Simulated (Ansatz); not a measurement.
**C2H5B (SMILES B1CC1): one structure at several levels**

An exercise on one series of results from a longer session: the logs are not shown, and one member is left open.

Program: Ansatz 0.2.0, Gaussian basis. Level of theory: single points in def2-TZVPP. These are calculated values, not measurements.

Correlated methods freeze the cores.

## Starting geometry

SMILES `B1CC1`, 8 atoms, charge 0, spin multiplicity 1.

Atoms are counted from 1 here; the program's logs count them from 0.

Bond lengths: B1–C2 1.518 Å, B1–C3 1.526 Å, B1–H4 1.159 Å, C2–C3 1.546 Å, C2–H5 1.118 Å, C2–H6 1.113 Å, C3–H7 1.114 Å, C3–H8 1.113 Å. Angles: C2–B1–C3 61.1°, C2–B1–H4 148.3°, C3–B1–H4 150.6°, B1–C2–C3 59.7°, B1–C2–H5 125.6°, B1–C2–H6 121.9°, C3–C2–H5 117.2°, C3–C2–H6 116.4°, H5–C2–H6 107.7°, B1–C3–C2 59.2°, B1–C3–H7 119.4°, B1–C3–H8 118.1°, C2–C3–H7 119.2°, C2–C3–H8 119.4°, H7–C3–H8 112.1°.

Coordinates:

```mol
C2H5B
  3D, bonds by distance, orders not assigned

  8  8  0  0  0  0  0  0  0  0999 V2000
   -0.8872   -0.0921   -0.5026 B   0  0
    0.0992    0.7787    0.2542 C   0  0
    0.3997   -0.7208    0.0246 C   0  0
   -1.8914   -0.1756   -1.0760 H   0  0
    0.8009    1.5170   -0.2060 H   0  0
   -0.0795    1.0917    1.3077 H   0  0
    0.3525   -1.4225    0.8889 H   0  0
    1.1804   -1.0146   -0.7118 H   0  0
  1  2  8  0
  1  3  8  0
  1  4  8  0
  2  3  8  0
  2  5  8  0
  2  6  8  0
  3  7  8  0
  3  8  8  0
M  END
```

The first run:

The input, run/in.yaml:

```yaml
crystal:
  periodic: [false, false, false]
  atoms:
    - {symbol: B, position_ang: [-0.887209, -0.092117, -0.502633]}
    - {symbol: C, position_ang: [0.099216, 0.778680, 0.254176]}
    - {symbol: C, position_ang: [0.399747, -0.720759, 0.024583]}
    - {symbol: H, position_ang: [-1.891419, -0.175566, -1.075994]}
    - {symbol: H, position_ang: [0.800894, 1.516997, -0.206044]}
    - {symbol: H, position_ang: [-0.079528, 1.091702, 1.307694]}
    - {symbol: H, position_ang: [0.352482, -1.422507, 0.888916]}
    - {symbol: H, position_ang: [1.180354, -1.014561, -0.711839]}
basis:
  gaussian: {orbitals: def2-TZVPP}
hamiltonian: {xc: pbe, dispersion: d4}
output: {forces: true}
```

Command:

```bash
> ansatz run in.yaml --threads 2 --pin off --events-out ev --progress --plain --max-ram 3481MiB
```

Steps of the session up to this table: PBE-D4/def2-TZVPP; r2SCAN-D4/def2-TZVPP; PBE0-D4/def2-TZVPP; wB97M-V/def2-TZVPP; CCSD(T)/def2-TZVPP.

One table of the session follows, with a row left open; its other results are not shown here.

```
   method  RMS force component (eV/Å)  angle to CCSD(T) forces (°)  dipole (D)
   PBE-D4                           ?                            ?           ?
r2SCAN-D4                       0.539                         16.7        0.28
  PBE0-D4                       0.539                         19.2        0.25
  wB97M-V                       0.574                         12.2        0.19
  CCSD(T)                       0.638                    reference        0.16
```

**Question.** Estimate the row for PBE-D4.

The run gave: RMS force component (eV/Å): 0.468; angle to CCSD(T) forces (°): 17.6; dipole (D): 0.33. In the column «RMS force component (eV/Å)» it is the lowest.
